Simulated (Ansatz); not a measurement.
# C₂H₄: functionals against CCSD(T) at one geometry

The atoms stand at a structure displaced at random from a GFN2-xTB minimum. How far do the functionals agree with CCSD(T) there?

The runs use Ansatz 0.2.0, Gaussian basis; single points in def2-TZVPP.

Correlated methods freeze the cores.

### Step 1. The system as given

SMILES `C=C`, 6 atoms, charge 0, spin multiplicity 1.

Atoms are counted from 1 here; the program's logs count them from 0.

Bond lengths: C1–C2 1.313 Å, C1–H3 1.084 Å, C1–H4 1.072 Å, C2–H5 1.077 Å, C2–H6 1.078 Å. Angles: C2–C1–H3 122.5°, C2–C1–H4 121.8°, H3–C1–H4 115.7°, C1–C2–H5 123.1°, C1–C2–H6 122.0°, H5–C2–H6 114.9°.

Coordinates:

```mol
C2H4
  3D, bonds by distance, orders not assigned

  6  5  0  0  0  0  0  0  0  0999 V2000
   -0.0797   -0.6334   -0.1500 C   0  0
    0.0937    0.6400    0.1203 C   0  0
    0.0173   -1.4068    0.6030 H   0  0
   -0.3453   -0.9712   -1.1317 H   0  0
   -0.0492    1.4202   -0.6082 H   0  0
    0.3683    0.9828    1.1051 H   0  0
  1  2  8  0
  1  3  8  0
  1  4  8  0
  2  5  8  0
  2  6  8  0
M  END
```

### Step 2. CCSD(T)/def2-TZVPP

Input file run/in.yaml:

```yaml
crystal:
  periodic: [false, false, false]
  atoms:
    - {symbol: C, position_ang: [-0.079700, -0.633400, -0.150000]}
    - {symbol: C, position_ang: [0.093700, 0.640000, 0.120300]}
    - {symbol: H, position_ang: [0.017300, -1.406800, 0.603000]}
    - {symbol: H, position_ang: [-0.345300, -0.971200, -1.131700]}
    - {symbol: H, position_ang: [-0.049200, 1.420200, -0.608200]}
    - {symbol: H, position_ang: [0.368300, 0.982800, 1.105100]}
basis:
  gaussian: {orbitals: def2-TZVPP}
correlation: {method: ccsd_t}
output: {forces: true}
```

No record of the launch command was kept for these runs.

### Step 3. PBE0-D4/def2-TZVPP

Changes to run/in.yaml since step 2:

```diff
@@ -11,3 +11,3 @@
   gaussian: {orbitals: def2-TZVPP}
-correlation: {method: ccsd_t}
-output: {forces: true}
+hamiltonian: {xc: pbe0, dispersion: d4}
+output: {forces: true, orbitals: {seedname: orbitals}}
```

### Step 4. wB97M-V/def2-TZVPP

Changes to run/in.yaml since step 3:

```diff
@@ -11,3 +11,3 @@
   gaussian: {orbitals: def2-TZVPP}
-hamiltonian: {xc: pbe0, dispersion: d4}
-output: {forces: true, orbitals: {seedname: orbitals}}
+hamiltonian: {xc: {name: wB97M-V}}
+output: {forces: true}
```

### Step 5. r2SCAN-D4/def2-TZVPP

Changes to run/in.yaml since step 4:

```diff
@@ -11,3 +11,3 @@
   gaussian: {orbitals: def2-TZVPP}
-hamiltonian: {xc: {name: wB97M-V}}
+hamiltonian: {xc: r2scan, dispersion: d4}
 output: {forces: true}
```

### Step 6. PBE-D4/def2-TZVPP

Changes to run/in.yaml since step 5:

```diff
@@ -11,3 +11,3 @@
   gaussian: {orbitals: def2-TZVPP}
-hamiltonian: {xc: r2scan, dispersion: d4}
+hamiltonian: {xc: pbe, dispersion: d4}
 output: {forces: true}
```

### Step 7. r2SCANh-D4/def2-TZVPP

Changes to run/in.yaml since step 6:

```diff
@@ -11,3 +11,3 @@
   gaussian: {orbitals: def2-TZVPP}
-hamiltonian: {xc: pbe, dispersion: d4}
+hamiltonian: {xc: {name: r2SCANh}, dispersion: d4}
 output: {forces: true}
```

### Step 8. wB97X-V/def2-TZVPP

Changes to run/in.yaml since step 7:

```diff
@@ -11,3 +11,3 @@
   gaussian: {orbitals: def2-TZVPP}
-hamiltonian: {xc: {name: r2SCANh}, dispersion: d4}
+hamiltonian: {xc: {name: wB97X-V}}
 output: {forces: true}
```

(Steps that only read results are left out.)

Q: Predict the outcome of this session. Wanted: energy less free atoms, CCSD(T)/def2-TZVPP; RMS force component; RMS force error; HOMO and LUMO, PBE0-D4; T1 diagnostic.

As calculated:

| quantity | value |
| --- | --- |
| energy less free atoms, CCSD(T)/def2-TZVPP | -2304.9 kJ/mol |
| RMS force component | 0.224 to 0.480 eV/Å over the methods |
| RMS force error | PBE0-D4 0.299, wB97M-V 0.285, r2SCAN-D4 0.253, PBE-D4 0.237, r2SCANh-D4 0.284, wB97X-V 0.272 eV/Å |
| HOMO and LUMO, PBE0-D4 | -7.95 and 0.18 eV |
| T1 diagnostic | 0.010 |

**Reading.** Against CCSD(T) the functionals' energies less atoms differ by -90.1 to -39.5 kJ/mol, PBE-D4 by -90.1 kJ/mol. CCSD(T) in triple zeta still lacks some correlation energy of the bonds, so part of these gaps is its own basis error and they don't rank the functionals. On forces the order runs from PBE-D4 to PBE0-D4. Frozen-core CCSD(T) forces in triple zeta carry basis errors of their own, and this is one geometry, so small gaps rank nothing.
